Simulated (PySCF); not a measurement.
Isomers of C3H5FO. Method used: PBE0-D3(BJ)/def2-SVP geometry optimisation, gas phase (PySCF). Energies are electronic, without zero-point or thermal terms, for one conformer each. No frequencies were run at this level. Point groups hold within 0.08 Å.

Question: Order them by energy at this level, lowest first, and give relative energies in kcal/mol.
A. `[O:1]=[CH:2][CH2:3][CH2:4][F:5]` with O1–C2–C3–C4 138°, C2–C3–C4–F5 62°
B. `C[C@@]1(F)CO1`
C. `F[C@H]1CCO1`
D. `[F:1][CH2:2][C@@H:3]1[CH2:4][O:5]1` with F1–C2–C3–C4 -92° (epifluorohydrin)
E. `[CH3:1][CH2:2][C:3](=[O:4])[F:5]` with C1–C2–C3–O4 -127° (propanoyl fluoride)

Answer: E (0.0), A (25.1), C (32.2), B (32.8), D (46.0).

As drawn, the lowest has a C=O bond, which the highest lacks; the highest has a three-membered ring, which the lowest lacks. Neighbours under 2.5 kcal/mol apart (F[C@H]1CCO1 and C[C@@]1(F)CO1) can change places with a better method, another conformer or zero-point energy.

```csv
SMILES,E (Eh),E rel (kcal/mol),dipole (D),point group,"A, B, C (MHz)"
CCC(=O)F,-291.88162,0.0,2.94,C1,"8992, 3987, 3089"
O=CCCF,-291.84161,25.1,2.31,C1,"14592, 2649, 2406"
F[C@H]1CCO1,-291.83025,32.2,2.66,C1,"10363, 4960, 3974"
C[C@@]1(F)CO1,-291.82940,32.8,2.28,C1,"7293, 5716, 4170"
FC[C@@H]1CO1,-291.80828,46.0,0.51,C1,"14602, 3208, 2925"
```
